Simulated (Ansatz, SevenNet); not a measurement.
Elastic constant C44 (GPa) of solids drawn from the class of silicides and borides, at two levels: the machine-learned potential SevenNet-l3i5 (trained on PBE and PBE+U data), and PBE (plane waves, PAW; Ansatz, a program for electronic structure).

```tsv
solid	SevenNet-l3i5	PBE
C11b MoSi2	107	194
AlB2-type HfB2	150	?
C11b WSi2	122	200
AlB2-type ZrB2	142	251
AlB2-type TiB2	183	258
AlB2-type MgB2	40.6	71.0
antifluorite Mg2Si	24.9	44.9
```

Question: Estimate the withheld PBE value from the other rows.

Answer: One way: carry over the typical ratio. The ratios PBE / SevenNet-l3i5 of the other rows, in order: 1.410, 1.639, 1.749, 1.768, 1.803, 1.813; median 1.7585. AlB2-type HfB2: 150 × 1.7585 = 264 GPa; the run gives 259 GPa. The ratios spread from 1.410 to 1.813, so such an estimate is rough.

Over all 7 rows PBE is the larger in 7.

Ansatz's runs of these crystals have no spin polarisation.

Spin–orbit coupling is left out, also for the solids with elements from indium on (AlB2-type HfB2, C11b WSi2); its size isn't shown.

Each level is taken at its own relaxed cell. Ansatz's density-functional and Hartree–Fock values are scalar-relativistic unless marked +SOC, with PAW data made under PBE.
